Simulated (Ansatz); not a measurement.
# doublet [C3H4F2]+ at 6 levels

We compute a comparison of 6 runs (UHF/def2-SVP, UB3LYP/6-31G*, U-revPBE/def2-SVP, UBHLYP/def2-SVP, UBLYP/def2-SVP, UPBE/def2-SVP) of doublet [C3H4F2]+. 

The results are computed with Ansatz 0.2.0.

50 further runs of the same task are left out: 50 set aside as unsound or not needed. Runs told in other sessions of the task aren't counted.

### Step 1. Starting point

The species is [C3H4F2]+ (9 atoms), meant as a doublet with charge +1. As SMILES of the parent species, `FC1CC1F`. Geometry: relaxed at PBE0-D4/def2-TZVP. That shape belongs to the parent species and isn't relaxed for this state.

Bond lengths: F1–C2 1.356 Å, C2–C3 1.495 Å, C2–C4 1.489 Å, C3–C4 1.495 Å, C4–F5 1.356 Å, C2–H6 1.084 Å, C3–H7 1.083 Å, C3–H8 1.084 Å, C4–H9 1.084 Å. Some angles: F1–C2–C3 117.2°, F1–C2–C4 117.5°, C3–C2–C4 60.1°, C2–C3–C4 59.7°, C2–C4–C3 60.1°, C2–C4–F5 117.4°, C3–C4–F5 117.2°, F1–C2–H6 112.2°, C3–C2–H6 120.8°, C4–C2–H6 119.9°.

### Step 2. The energy at UHF/def2-SVP (run 1)

run.yaml

```yaml
crystal:
  periodic: [false, false, false]
  atoms:
    - symbol: F
      position_ang: [-0.169600, 1.608000, -1.012600]
    - symbol: C
      position_ang: [0.216800, 0.825500, 0.025400]
    - symbol: C
      position_ang: [0.580500, -0.591100, -0.284000]
    - symbol: C
      position_ang: [-0.696000, -0.279700, 0.428900]
    - symbol: F
      position_ang: [-1.848900, -0.425100, -0.270300]
    - symbol: H
      position_ang: [0.755400, 1.385300, 0.781900]
    - symbol: H
      position_ang: [1.394400, -1.070200, 0.245000]
    - symbol: H
      position_ang: [0.461700, -0.872500, -1.323800]
    - symbol: H
      position_ang: [-0.820200, -0.522400, 1.478400]
basis:
  gaussian: {orbitals: def2-SVP}
hamiltonian: {xc: hf}
total_charge: 1
magnetization: {spin_polarized: true, initial_magnetization: 1}
accuracy: high
output: {orbitals: {seedname: orbitals}}
```

Started as:

```bash
$ ansatz run run.yaml --threads 1 --pin off --max-ram 2610MiB --events-out events.jsonl --progress --plain --runs-dir runs
```

What it wrote:

```text
Warning: RAYON_NUM_THREADS=1 ignored (pool sized by the plan → 1); use --threads N
Functional definition: HF
  name "HF"
  exchange = exact_x
  correlation = 0
2130 factors; integrals over basis functions are off by at most 3.5e-9 eV
mean field evaluation 1: about -8543.1007 eV, gradient 3.2e1 eV
mean field evaluation 2: about -8543.2197 eV, gradient 3.2e1 eV
mean field evaluation 4: about -8547.4154 eV, gradient 3.6e0 eV
mean field evaluation 8: about -8547.5530 eV, gradient 3.2e-1 eV
mean field evaluation 16: about -8547.5564 eV, gradient 1.6e-6 eV
mean field evaluation 32: about -8546.6416 eV, gradient 1.1e1 eV
mean field evaluation 64: about -8547.2462 eV, gradient 3.2e-1 eV
mean field evaluation 96: about -8547.5240 eV, gradient 8.3e-1 eV
mean field -8547.55641584 eV, -314.1169045403 hartree, gradient 4.9e-8 eV, S^2 0.769504; 2 other end points of the search recorded, 0 dependent functions left out
reference -8547.55641584 eV, -314.1169045403 hartree; 20, 19 occupied and 70, 71 virtual orbitals, 2130 factors
Total energy: -8547.55641584 eV, -314.1169045403 hartree
```

Run time: 8.4 s. Hardware: 1 thread of Arm Neoverse V2, shared host; peak memory 0.33 GiB.

### Step 3. The energy at UB3LYP/6-31G(d) (spherical functions) (run 2)

in.yaml

```yaml
crystal:
  periodic: [false, false, false]
  atoms:
    - {symbol: F, position_ang: [-0.169600, 1.608000, -1.012600]}
    - {symbol: C, position_ang: [0.216800, 0.825500, 0.025400]}
    - {symbol: C, position_ang: [0.580500, -0.591100, -0.284000]}
    - {symbol: C, position_ang: [-0.696000, -0.279700, 0.428900]}
    - {symbol: F, position_ang: [-1.848900, -0.425100, -0.270300]}
    - {symbol: H, position_ang: [0.755400, 1.385300, 0.781900]}
    - {symbol: H, position_ang: [1.394400, -1.070200, 0.245000]}
    - {symbol: H, position_ang: [0.461700, -0.872500, -1.323800]}
    - {symbol: H, position_ang: [-0.820200, -0.522400, 1.478400]}
basis:
  gaussian:
    orbitals: 6-31G_st_-spherical.json
total_charge: 1
magnetization:
  spin_polarized: true
  initial_magnetization: 1
hamiltonian:
  xc: {name: B3LYP}
accuracy: high
output: {orbitals: {seedname: orbitals}}
```

The basis set 6-31G* is read from a file made from the Basis Set Exchange's data (not shown).

Started as:

```bash
$ ansatz run in.yaml --threads 1 --pin off --max-ram 2610MiB --events-out events.jsonl --progress --plain --runs-dir runs
```

What it wrote:

```text
Warning: RAYON_NUM_THREADS=1 ignored (pool sized by the plan → 1); use --threads N
Functional definition: B3LYP
  name "B3LYP"
  parameter a0 = 0.2
  parameter ax = 0.72
  parameter ac = 0.81
  exchange = (1 - a0 - ax)*slater_x + ax*b88_x + a0*exact_x
  correlation = (1 - ac)*vwn_rpa_c + ac*lyp_c
1883 factors; integrals over basis functions are off by at most 3.5e-9 eV
mean field evaluation 1: about -8591.6556 eV, gradient 4.0e1 eV
mean field evaluation 2: about -8589.5721 eV, gradient 4.9e1 eV
mean field evaluation 4: about -8597.4129 eV, gradient 1.5e0 eV
mean field evaluation 8: about -8597.6396 eV, gradient 1.7e-1 eV
mean field evaluation 16: about -8597.6398 eV, gradient 3.0e-4 eV
mean field evaluation 32: about -8597.6398 eV, gradient 3.0e-7 eV
mean field -8597.63977432 eV, -315.9574340167 hartree, gradient 5.8e-8 eV, S^2 0.753085; 2 other end points of the search recorded, 0 dependent functions left out
reference -8597.63980230 eV, -315.9574350450 hartree; 20, 19 occupied and 58, 59 virtual orbitals, 1883 factors
Total energy: -8597.63980230 eV, -315.9574350450 hartree
```

Wall time 15 s (1 thread of Arm Neoverse V2, shared host); peak memory 0.35 GiB.

Runs 3 to 4 aren't shown in full; the table further down has their settings and results.

### Step 4. A single-point energy at UBLYP/def2-SVP (run 5)

Changes to in.yaml since step 3:

```diff
@@ -14,3 +14,3 @@
   gaussian:
-    orbitals: 6-31G_st_-spherical.json
+    orbitals: def2-SVP
 total_charge: 1
@@ -20,3 +20,3 @@
 hamiltonian:
-  xc: {name: B3LYP}
+  xc: {name: BLYP}
 accuracy: high
```

Started as:

```bash
$ ansatz run in.yaml --threads 1 --pin off --max-ram 2610MiB --events-out events.jsonl --progress --plain --runs-dir runs
```

What it wrote:

```text
Warning: RAYON_NUM_THREADS=1 ignored (pool sized by the plan → 1); use --threads N
Functional definition: BLYP
  name "BLYP"
  parameter beta = 0.0042
  parameter a = 0.04918
  parameter b = 0.132
  parameter c = 0.2533
  parameter d = 0.349
  exchange = b88_x(beta = beta)
  correlation = lyp_c(a = a, b = b, c = c, d = d)
2130 factors; integrals over basis functions are off by at most 3.5e-9 eV
mean field evaluation 1: about -8581.0138 eV, gradient 4.4e1 eV
mean field evaluation 2: about -8575.0222 eV, gradient 5.5e1 eV
mean field evaluation 4: about -8589.5086 eV, gradient 4.2e0 eV
mean field evaluation 8: about -8589.5730 eV, gradient 1.5e-1 eV
mean field evaluation 16: about -8589.5732 eV, gradient 6.4e-5 eV
mean field evaluation 32: about -8589.4549 eV, gradient 5.9e-1 eV
mean field -8589.57315276 eV, -315.6609911420 hartree, gradient 1.3e-8 eV, S^2 0.751344; 3 other end points of the search recorded, 0 dependent functions left out
reference -8589.57319704 eV, -315.6609927695 hartree; 20, 19 occupied and 70, 71 virtual orbitals, 2130 factors
Total energy: -8589.57319704 eV, -315.6609927695 hartree
```

Run time: 12 s. Hardware: 1 thread of Arm Neoverse V2, shared host; peak memory 0.29 GiB.

### Step 5. A single-point energy at UPBE/def2-SVP (run 6)

job.yaml

```yaml
crystal:
  periodic: [false, false, false]
  atoms:
    - {symbol: F, position_ang: [-0.169600, 1.608000, -1.012600]}
    - {symbol: C, position_ang: [0.216800, 0.825500, 0.025400]}
    - {symbol: C, position_ang: [0.580500, -0.591100, -0.284000]}
    - {symbol: C, position_ang: [-0.696000, -0.279700, 0.428900]}
    - {symbol: F, position_ang: [-1.848900, -0.425100, -0.270300]}
    - {symbol: H, position_ang: [0.755400, 1.385300, 0.781900]}
    - {symbol: H, position_ang: [1.394400, -1.070200, 0.245000]}
    - {symbol: H, position_ang: [0.461700, -0.872500, -1.323800]}
    - {symbol: H, position_ang: [-0.820200, -0.522400, 1.478400]}
basis:
  gaussian: {orbitals: def2-SVP}
total_charge: 1
magnetization: {spin_polarized: true, initial_magnetization: 1}
hamiltonian: {xc: pbe}
accuracy: high
output: {orbitals: {seedname: orbitals}}
```

Started as:

```bash
$ ansatz run job.yaml --threads 1 --pin off --max-ram 2610MiB --events-out events.jsonl --progress --plain --runs-dir runs
```

What it wrote:

```text
Warning: RAYON_NUM_THREADS=1 ignored (pool sized by the plan → 1); use --threads N
Functional definition: PBE
  name "PBE"
  parameter kappa = 0.804
  parameter beta = 0.06672455060314922
  exchange = pbe_x(kappa = kappa, mu = beta*pi^2/3)
  correlation = pbe_c(beta = beta)
2130 factors; integrals over basis functions are off by at most 3.5e-9 eV
mean field evaluation 1: about -8574.6222 eV, gradient 4.2e1 eV
mean field evaluation 2: about -8569.4211 eV, gradient 5.1e1 eV
mean field evaluation 4: about -8582.3329 eV, gradient 4.5e0 eV
mean field evaluation 8: about -8582.3993 eV, gradient 5.1e-1 eV
mean field evaluation 16: about -8582.4006 eV, gradient 8.4e-4 eV
mean field evaluation 32: about -8582.3608 eV, gradient 2.7e0 eV
mean field -8582.40056166 eV, -315.3974032810 hartree, gradient 7.2e-8 eV, S^2 0.751303; 3 other end points of the search recorded, 0 dependent functions left out
reference -8582.40056432 eV, -315.3974033786 hartree; 20, 19 occupied and 70, 71 virtual orbitals, 2130 factors
Total energy: -8582.40056432 eV, -315.3974033786 hartree
```

Wall time 13 s (1 thread of Arm Neoverse V2, shared host); peak memory 0.29 GiB.

### Step 6. Overview of the runs

```
run                                level  energy (Eh)  HOMO energy (eV)  LUMO energy (eV)   ⟨S²⟩  wall time
  1                         UHF/def2-SVP  -314.116905            -19.60             -9.11  0.770      8.4 s
  2  UB3LYP/6-31G* (spherical functions)  -315.957435            -15.31            -13.15  0.753       15 s
  3                    U-revPBE/def2-SVP  -315.641333            -14.16            -13.84  0.751       12 s
  4                      UBHLYP/def2-SVP  -315.561287            -17.30            -12.25  0.758       19 s
  5                       UBLYP/def2-SVP  -315.660993            -14.08            -13.77  0.751       12 s
  6                        UPBE/def2-SVP  -315.397403            -14.21            -13.91  0.751       13 s
```

### Step 7. What came out

| quantity | value |
| --- | --- |
| run 6: total energy | -315.39740 Eh |
| run 6: HOMO energy (highest over α and β) | -14.21 eV |
| run 6: LUMO energy (lowest over α and β) | -13.91 eV |
| run 6: ⟨S²⟩ | 0.751 |

Totals of different functionals can't be ranked against each other. All runs together took 80 s, the longest 19 s.
